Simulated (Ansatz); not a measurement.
**Si₂− (quartet): wave-function methods side by side, aug-cc-pVTZ**

An exercise on one series of results from a longer session: the logs are not shown, and one member is left open.

The runs use Ansatz 0.2.0, Gaussian basis; aug-cc-pVTZ, core rule «outside noble gas», up to 10 orbitals frozen.

The runs, in order: UHF; CCSD(T) on ROHF; CCSD(T) on UHF; BCCD(T) on ROHF; CCSDT(Q) on ROHF; CCSDT(Q) on UHF; CASSCF and MRCISD+Q, 9 electrons in 8 orbitals; CASSCF and NEVPT2, 9 electrons in 8 orbitals.

5 further runs of the same task are left out: 5 set aside as unsound or not needed.

**The geometry**

The geometry is a PBE0/def2-TZVPD stationary point (not a proven minimum).

2 atoms, charge -1, spin multiplicity 4.

Atoms are counted from 1 here; the program's logs count them from 0.

Bond lengths: Si1–Si2 2.398 Å.

Set-up of the first run:

The input, in.yaml:

```yaml
crystal:
  periodic: [false, false, false]
  atoms:
    - {symbol: Si, position_ang: [0.000000, 0.000000, 0.000000]}
    - {symbol: Si, position_ang: [0.000000, 0.000000, 2.397800]}
basis:
  gaussian: {orbitals: aug-cc-pVTZ}
total_charge: -1
magnetization: {spin_polarized: true, initial_magnetization: 3}
hamiltonian: {xc: hf}
output: {orbitals: {seedname: orbitals}}
```

On the command line:

```console
> ansatz run in.yaml --threads 1 --pin off --events-out ev --progress --plain --max-ram 2816MiB --backend cpu
```

Among the steps run: UHF; CCSD(T) on ROHF; CCSD(T) on UHF; BCCD(T) on ROHF; CCSDT(Q) on ROHF; CCSDT(Q) on UHF; CASSCF and MRCISD+Q, 9 electrons in 8 orbitals; CASSCF and NEVPT2, 9 electrons in 8 orbitals.

One table of the session follows, with a row left open; its other results are not shown here.

It belongs to the step «Misses and costs». 

```
          method  from UCCSDT(Q) (meV)
            ROHF               +6066.7
             UHF               +5827.6
            RMP2               +1207.9
            UMP2               +1290.1
           RCCSD                +424.6
           UCCSD                +412.9
        RCCSD(T)                 +77.0
        UCCSD(T)                 +78.8
         BCCD(T)                 +77.6
          RCCSDT                 +27.7
          UCCSDT                 +25.3
       RCCSDT(Q)                     ?
       UCCSDT(Q)                     0
  CASSCF valence               +4885.4
  NEVPT2 valence                +983.7
  MRCISD valence                +475.9
MRCISD+Q valence                 -66.2
```

Q: Estimate the row for RCCSDT(Q) from the others.

**Answer.** from UCCSDT(Q) (meV): +1.7. In the column «from UCCSDT(Q) (meV)» it lies between UCCSDT(Q) (0) and UCCSDT (+25.3).

Caveats from the session: Restricted and unrestricted rows rest on different reference determinants; where their highest levels disagree by more than a few hundredths of an eV, they describe different states and don't form one ladder.
